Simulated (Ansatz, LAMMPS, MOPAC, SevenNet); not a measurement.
## Bulk modulus of diamond-structure Ge: levels of theory against measurement

Reference value: 77.3 GPa (measured, low-temperature value with the zero-point effect removed, sources range from 77.3 to 79.4; as tabulated in Tanner et al. (2021), arXiv:2110.11888).

```
level (code)                                     value (GPa)  cell (Å³/atom)  error (%)
-----------------------------------------------  -----------  --------------  ---------
Tersoff Ge.tersoff (a germanene fit) (LAMMPS)           85.1           21.40      +10.1
PM6 semi-empirical Hartree-Fock (MOPAC) (MOPAC)          138           22.47        +79
SevenNet-0 (SevenNet)                                   43.3           23.76        -44
SNAP Ge_Zuo_JPCA2020.snap (LAMMPS)                      60.9           24.05        -21
LDA (Ansatz)                                            71.3           22.20       -7.8
PBE (Ansatz)                                            59.0           23.90        -24
PBEsol (Ansatz)                                         66.9           22.85      -13.5
r²SCAN (Ansatz)                                         70.8           22.84       -8.4
HSE06 (Ansatz)                                          72.5           22.96       -6.2
PBE0 (Ansatz)                                           74.1           22.88       -4.1
```

Leaving aside Tersoff Ge.tersoff (a germanene fit), SNAP Ge_Zuo_JPCA2020.snap, which can be fitted to such values or carry a doubt: Nearest, and too close to rank with a margin of 2.7 % (twice that across the reference) picked here for doubts on the reference and the settings: PBE0 (-4.1 %), HSE06 (-6.2 %). PM6 semi-empirical Hartree-Fock (MOPAC) (+79 %) lies farthest from it. Within 15 %: LDA, PBEsol, r²SCAN, HSE06, PBE0. The least costly first-principles kind among them: DFT without exact exchange (LDA, PBEsol, r²SCAN).

PM6 semi-empirical Hartree-Fock (MOPAC): the method was fitted mainly to molecules. PM6 semi-empirical Hartree-Fock (MOPAC): the run uses a supercell at the zone centre in place of a k mesh. Each level is taken at its own relaxed cell. Cutoffs and k meshes differ between the levels. Ansatz's density-functional and Hartree–Fock values are scalar-relativistic unless marked +SOC, with PAW data made under PBE.

Empirical potentials (Tersoff Ge.tersoff (a germanene fit)) are fitted to chosen data, which need not cover the solid at hand: agreement can be built in, and what lay outside the fit can be far off. Machine-learned potentials (SNAP Ge_Zuo_JPCA2020.snap, SevenNet-0) are trained on DFT data, which may include these solids.

Differences are worked out from the printed values.

Ansatz is a first-principles code.
